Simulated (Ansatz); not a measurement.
Chalcopyrite CuGaSe₂, relaxed in Ansatz (plane waves) with several semilocal functionals. Each gives its own volume and its own bulk modulus:

```tsv
level	V0 (Å³/atom)	bulk modulus (GPa)	ln V0	ln B0
LDA	20.784	77.88	3.0342	4.3552
PBEsol	21.472	70.83	3.0667	4.2603
PBE	22.642	59.97	3.1198	4.0938
```

### Question
Fit a straight line to ln B0 against ln V0. What does it predict for r²SCAN, whose volume is 21.815 Å³/atom?

### Answer
With x = ln V0 and y = ln B0: means 3.07357 and 4.23643; Σ(Δx Δy) = -0.01143, Σ(Δx²) = 0.003734, so the slope is -3.06. At x = 3.0826 the line gives y = 4.23643 + (-3.06) × (3.0826 − 3.07357) = 4.2088, or 67.28 GPa. The run with r²SCAN gives 69.72 GPa, +3.6 % from the line. The rows used scatter about it by up to 0.3 %, while the largest value lies 30 % above the smallest. For comparison, PBE's own equation of state has B′ = 4.9, the slope −d ln B/d ln V at a fixed functional; the two needn't agree, since functionals also differ at one volume.

Ansatz's density-functional and Hartree–Fock values are scalar-relativistic unless marked +SOC, with PAW data made under PBE.

Ansatz is a first-principles code.
